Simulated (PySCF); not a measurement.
# Which determinant of SiN⁺ lies lowest?

Unrestricted PBE0; Si def2-TZVPPD, N def2-TZVPPD; no relativity (PySCF 2.14). Outer shells of the fragments: Si+ 3s2 3p1; N 2s2 2p3.

Followed along the bond (rough minima from three points):

| 2Ms+1 | unpaired | ⟨S²⟩ at the start | R at minimum (Å) | Te (eV) |
| --- | --- | --- | --- | --- |
| 3 | π ↑↑ | 2.01 | 1.79 | 0.00 |
| 3 | σ ↑, π ↑ | 2.11 | 1.67 | 0.18 |
| 1 | π ↑↓ | 1.00 | 1.79 | 0.48 |
| 1 | σ ↓, π ↑ | 1.02 | 1.66 | 0.56 |
| 5 | σ ↑, π ↑↑↑ | 6.01 | none in the scan | ≤ 2.25 |

Solutions found at the starting distance of 1.870 Å, counted from the lowest of them; the search is not exhaustive and high or unbound solutions are not listed, so other states can lie among these:

```tsv
2Ms+1	unpaired	term	E (eV)	⟨S²⟩	⟨Lz²⟩	μ (D)
3	π ↑↑	³Σ⁻	0.00	2.01	0.00	-2.82
1	π ↑↓	mixed	0.48	1.00	2.01	-2.73
3	σ ↑, π ↑	³Π	0.53	2.11	1.01	-2.97
1	σ ↓, π ↑	mixed	1.00	1.02	1.03	-3.40
1	none	mixed	1.93	0.00	2.00	-2.45
5	σ ↑, π ↑↑↑	⁵Π	2.36	6.01	1.01	-1.17
```

A term symbol is given only where ⟨S²⟩ and ⟨Lz²⟩ are close to those of a pure state; real π, δ and φ orbitals otherwise mix terms. A positive dipole points towards N; it is taken about the centre of mass and depends on that origin.

Q: Compare the gap between the two lowest followed solutions at the starting distance with the gap between their minima.

A: At PBE0 the second solution (triplet, unpaired electrons σ ↑, π ↑) lies +0.53 eV from the first (triplet, unpaired electrons π ↑↑) at 1.870 Å and +0.18 eV at the minima; the two curves relax by different amounts, since their minima lie near 1.67 and 1.79 Å.
